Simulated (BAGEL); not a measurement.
# BF2 (SMILES F[B]F) at ROHF/cc-pVTZ (density fitting with qzvpp-jkfit)

What is the energy change on altering one bond length of BF2 at ROHF/cc-pVTZ (density fitting with qzvpp-jkfit)? 

The calculation is run with BAGEL 1.2.2.

2 further runs of the same task are left out: 2 set aside as unsound or not needed. Runs told in other sessions of the task aren't counted.

### Step 1. The structure to begin with

BF2: 3 atoms, total charge 0, spin state doublet. SMILES: `F[B]F`. The shape is that of a PBE0-D4/def2-TZVP optimisation.

Bond lengths: F1–B2 1.306 Å, B2–F3 1.306 Å. Angles: F1–B2–F3 121.1°.

### Step 2. A single-point energy at ROHF/cc-pVTZ (density fitting with qzvpp-jkfit)

Input file hf.json:

```json
{ "bagel" : [

{
  "title" : "molecule",
  "basis" : "cc-pvtz.json",
  "df_basis" : "qzvpp-jkfit",
  "angstrom" : "true",
  "geometry" : [
    { "atom" : "F", "xyz" : [       0.513100,      -1.044300,       0.160000 ] },
    { "atom" : "B", "xyz" : [       0.279000,       0.240500,       0.181300 ] },
    { "atom" : "F", "xyz" : [      -0.802900,       0.738900,      -0.354600 ] }
  ]
},

{ "title" : "rohf", "nopen" : 1 },

{ "title" : "print", "file" : "orbitals.molden", "orbitals" : "true" }

]}
```

The basis set cc-pVTZ is read from a file made from the Basis Set Exchange's data (not shown).

Launch:

```console
$ BAGEL_NUM_THREADS=1 BAGEL hf.json > hf.out
```

The log of the run:

```text
* using 1 threads per process

  ===============================================================
  ===============================================================

  *** Geometry ***

  { "atom" : "F", "xyz" : [      0.969618,     -1.973441,      0.302356 ] },
  { "atom" : "B", "xyz" : [      0.527234,      0.454479,      0.342607 ] },
  { "atom" : "F", "xyz" : [     -1.517261,      1.396319,     -0.670097 ] },

  Number of auxiliary basis functions:      229

  Since a DF basis is specified, we compute 2- and 3-index integrals:
    o Being stored without compression. Storage requirement is 0.015 GB

  Number of basis functions:       90
  Number of electrons      :       23

    * METHOD: MOLECULE                             0.10

  *** Open-shell HF ***

  === Nuclear Repulsion ===
    55.3022842978

      * DIIS with orbital gradients will be used.

  === ROHF iteration (cc-pvtz.json) ===
      0       -223.42877578          0.05091640           0.04
      1       -223.59139221          0.03722769           0.05
      2       -223.66019146          0.02231099           0.05
      3       -223.70561601          0.00141181           0.05
      4       -223.70628577          0.00036993           0.05
      5       -223.70641000          0.00010082           0.05
      6       -223.70642904          0.00002406           0.05
      7       -223.70643533          0.00000522           0.05
      8       -223.70643603          0.00000163           0.05
      9       -223.70643618          0.00000034           0.05
     10       -223.70643623          0.00000015           0.05
     11       -223.70643623          0.00000005           0.05
     12       -223.70643623          0.00000001           0.05
     13       -223.70643623          0.00000001           0.05
    * SCF iteration converged.

    * S^2 (ROHF) is 0.7500

    * Permanent dipole moment:
           (   -0.154998,    -0.143653,    -0.101855) a.u.

    * METHOD: ROHF                                 0.73

    * METHOD: PRINT                                0.03

  ===============================================================
```

Wall time 1 s (1 thread of Arm Neoverse N1, shared host).

### Step 3. The distorted shape at the same level

Input file calc.json:

```json
{ "bagel": [

{
  "title": "molecule",
  "basis": "cc-pvtz.json",
  "df_basis": "qzvpp-jkfit",
  "angstrom": true,
  "geometry": [
    { "atom": "F", "xyz": [       0.583336,      -1.429774,       0.153609 ] },
    { "atom": "B", "xyz": [       0.279000,       0.240500,       0.181300 ] },
    { "atom": "F", "xyz": [      -0.802900,       0.738900,      -0.354600 ] }
  ]
},

{ "title": "rohf", "nopen": 1 },

{ "title": "print", "file": "orbitals.molden", "orbitals": true }

]}
```

The basis set cc-pVTZ is read from a file made from the Basis Set Exchange's data (not shown).

Launch:

```console
$ BAGEL_NUM_THREADS=1 BAGEL calc.json > calc.out
```

The log of the run:

```text
* using 1 threads per process

  ===============================================================
  ===============================================================

  *** Geometry ***

  { "atom" : "F", "xyz" : [      1.102345,     -2.701881,      0.290279 ] },
  { "atom" : "B", "xyz" : [      0.527234,      0.454479,      0.342607 ] },
  { "atom" : "F", "xyz" : [     -1.517261,      1.396319,     -0.670097 ] },

  Number of auxiliary basis functions:      229

  Since a DF basis is specified, we compute 2- and 3-index integrals:
    o Being stored without compression. Storage requirement is 0.015 GB

  Number of basis functions:       90
  Number of electrons      :       23

    * METHOD: MOLECULE                             0.10

  *** Open-shell HF ***

  === Nuclear Repulsion ===
    48.5930302456

      * DIIS with orbital gradients will be used.

  === ROHF iteration (cc-pvtz.json) ===
      0       -223.27270096          0.05553637           0.04
      1       -223.40977559          0.05034804           0.05
      2       -223.51408149          0.03345230           0.05
      3       -223.63065928          0.00243013           0.05
      4       -223.63245718          0.00123901           0.05
      5       -223.63308533          0.00053202           0.05
      6       -223.63326495          0.00015436           0.05
      7       -223.63332302          0.00004957           0.05
      8       -223.63333554          0.00001320           0.05
      9       -223.63333743          0.00000561           0.05
     10       -223.63333772          0.00000226           0.05
     11       -223.63333774          0.00000052           0.05
     12       -223.63333769          0.00000025           0.05
     13       -223.63333770          0.00000012           0.05
     14       -223.63333770          0.00000004           0.05
     15       -223.63333770          0.00000002           0.05
     16       -223.63333770          0.00000001           0.05
    * SCF iteration converged.

    * S^2 (ROHF) is 0.7500

    * Permanent dipole moment:
           (    0.046770,    -0.974110,    -0.087922) a.u.

    * METHOD: ROHF                                 0.87

    * METHOD: PRINT                                0.03

  ===============================================================
```

It took 1.1 s on 1 thread of Arm Neoverse N1, shared host.

### Step 4. What came out

At ROHF/cc-pVTZ (density fitting with qzvpp-jkfit):

| quantity | value |
| --- | --- |
| first shape: total energy | -223.70644 Eh |
| first shape: dipole moment | 0.60 D |
| first shape: ⟨S²⟩ | 0.750 |
| distorted shape: total energy | -223.63334 Eh |
| distorted shape: dipole moment | 2.49 D |
| distorted shape: ⟨S²⟩ | 0.750 |
| energy change with the F1–B2 bond stretched from 1.306 to 1.698 Å | 1.989 eV |

In words: With the F1–B2 bond stretched from 1.306 to 1.698 Å the energy rises by 1.99 eV (46 kcal/mol). The first shape isn't relaxed at this level, so the change isn't measured from a minimum.
